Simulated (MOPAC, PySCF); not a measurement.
C2H6O, SMILES `C(O)C` (C–C–O–H torsion 180°), neutral singlet in the gas phase. 

Z-matrix (Å, degrees):
```
C
H 1 1.0991
H 1 1.0991 2 107.45
O 1 1.4149 2 110.73 3 -121.04
H 4 0.9595 1 108.66 2 59.54
C 1 1.5071 2 109.92 3 119.59
H 6 1.0918 1 110.47 2 -179.17
H 6 1.0918 7 108.23 1 121.07
H 6 1.0922 7 108.53 8 117.60
```
Charge 0, spin multiplicity 1.

All levels are single points at this geometry (PBE0-D3(BJ)/def2-TZVP); Pople sets use spherical d functions. Orbital energies aren't observables, and empty levels follow the basis.

BP86/6-31G* in PySCF gives dipole (D) = 1.48.

**Question.** Estimate the dipole (D) from each of these levels: PBE-D3(BJ)/def2-TZVP in PySCF; ωB97X-D3(BJ)/def2-TZVP in PySCF; SVWN5/6-31G* in PySCF; HF/STO-3G in PySCF; PM6 in MOPAC.

**Answer.** 
```
level                            dipole (D)
-------------------------------  ----------
PBE-D3(BJ)/def2-TZVP in PySCF          1.50
ωB97X-D3(BJ)/def2-TZVP in PySCF        1.61
SVWN5/6-31G* in PySCF                  1.52
HF/STO-3G in PySCF                     1.40
PM6 in MOPAC                           1.95
```
